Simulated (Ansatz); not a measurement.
System: BaAgSbS3 (C2/c, No. 15; cell taken from a computed entry). Method: PBEsol (Ansatz, a quantum-chemistry and plane-wave program, plane waves, PAW).

Numerical settings: plane-wave cutoff 520 eV, 6×6×2 k mesh (along the axes of the cell as run), Fermi–Dirac smearing 0.01 eV, no spin polarisation, scalar-relativistic PAW data made under PBE.

Cell (relaxed with PBEsol):

```
AgBaS3Sb
1.0
    4.63265    -3.96495    -0.02055
    4.63265     3.96495    -0.02055
   -3.46723     0.00000    16.62371
Ba Ag Sb S
4 4 4 12
Direct
  0.54420   0.79871   0.11151
  0.45580   0.20129   0.88849
  0.20129   0.45580   0.38849
  0.79871   0.54420   0.61151
  0.07184   0.92816   0.25000
  0.92816   0.07184   0.75000
  0.69705   0.30295   0.25000
  0.30295   0.69705   0.75000
  0.02101   0.32105   0.07601
  0.97899   0.67895   0.92399
  0.67895   0.97899   0.42399
  0.32105   0.02101   0.57601
  0.96065   0.51262   0.21419
  0.03935   0.48738   0.78581
  0.48738   0.03935   0.28581
  0.51262   0.96065   0.71419
  0.42475   0.30530   0.08223
  0.57525   0.69470   0.91777
  0.69470   0.57525   0.41777
  0.30530   0.42475   0.58223
  0.01645   0.93824   0.10354
  0.98355   0.06176   0.89646
  0.06176   0.98355   0.39646
  0.93824   0.01645   0.60354
```

Q: Estimate the band gap, smallest direct gap on the k points sampled and direct gap at Γ that the calculation returns.

A: 
- band gap = 1.15 eV
- smallest direct gap on the k points sampled = 1.23 eV
- direct gap at Γ = 2.68 eV

Spin–orbit coupling is not included.

The computed numbers hold no vibrational or temperature effects.

It cost roughly 7 core-minutes of CPU time.
